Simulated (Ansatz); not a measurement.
# Worked example: correlation energy of NF3, singlet

Geometry: MP2(full)/6-31G*, from the G2/97 set.

```csv
atom,x (Å),y (Å),z (Å)
N,0.0000,0.0000,0.4950
F,0.0000,1.2382,-0.1216
F,1.0723,-0.6191,-0.1216
F,-1.0723,-0.6191,-0.1216
```

Basis STO-3G; Ansatz 0.2.0. Only valence electrons are correlated (noble-gas cores frozen), which leaves 26 electrons in 16 orbitals. Prefix R: restricted or restricted open-shell reference.

Full CI is exact within this basis and frozen core; it isn't the basis-set limit.

Runs differ by some tens of microhartree through their thresholds, so steps under 0.03 kcal/mol mean nothing.

```
    level  total energy (hartree)
      RHF             -347.754575
     RMP2             -347.863167
    RCCSD             -347.900813
 RCCSD(T)             -347.904289
   RCCSDT             -347.905660
RCCSDT(Q)             -347.905846
  RCCSDTQ             -347.905853
  full CI             -347.905849
```

**Question.** What is the correlation energy at full CI, and what share of it do RMP2 and RCCSD(T) recover?

**Answer.** E(corr) = -347.905849 − (-347.754575) = -0.151274 hartree = -4.116 eV. RMP2: -0.108592 / -0.151274 = 71.78 %. RCCSD(T): -0.149714 / -0.151274 = 98.97 %.

**Question.** By how many kcal/mol does RCCSD(T) miss full CI (1 hartree = 627.509 kcal/mol), and which steps make up the rest?

**Answer.** -347.904289 − (-347.905849) = 0.001560 hartree = 0.98 kcal/mol. Steps: RCCSDT − RCCSD(T) = -0.86, RCCSDT(Q) − RCCSDT = -0.12, RCCSDTQ − RCCSDT(Q) = 0.00, full CI − RCCSDTQ = 0.00 kcal/mol. Differences between like states or geometries often cancel part of this.
